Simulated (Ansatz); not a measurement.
C4H8O can be A, `C[C@@H]1O[C@H]1C`, or B, `C1CCOC1`.

Gas-phase electronic energies from Ansatz, PBE0-D4/def2-TZVP geometries. CCSD(T)/CBS adds triple-zeta CCSD(T) − MP2 to the extrapolated MP2 energy (def2 sets, frozen cores). Functionals use def2-TZVPP. B3LYP here is the variant with VWN-RPA as its local correlation; programs differ in this.

Which is lower in electronic energy at CCSD(T)/CBS, and by how much? (Estimate.)

The calculation gave: B, by 54.1 kJ/mol.

Give E(B) − E(A) in kJ/mol with MP2/def2-TZVPP, CCSD/def2-TZVPP, B3LYP, r2SCAN-D4, CCSD(T)/def2-TZVPP, PBE0-D4, B2PLYP. (Estimate.)

Computed: MP2/def2-TZVPP -51.3, CCSD/def2-TZVPP -56.4, B3LYP -45.9, r2SCAN-D4 -45.1, CCSD(T)/def2-TZVPP -54.4, PBE0-D4 -52.6, B2PLYP -48.9. None reverses the order clearly.

Largest T1 diagnostic: 0.011.

In def2-TZVPP, CCSD(T) changes the Hartree–Fock value by +5.6 kJ/mol (the triples alone add +2.0 kJ/mol) and MP2 by +8.7 kJ/mol. The D4 term adds −4.1 kJ/mol with B3LYP and −1.9 kJ/mol with PBE0; it sums over pairs of atoms, weighted by their polarisabilities, and B3LYP, whose exchange is more repulsive, gets the larger term.
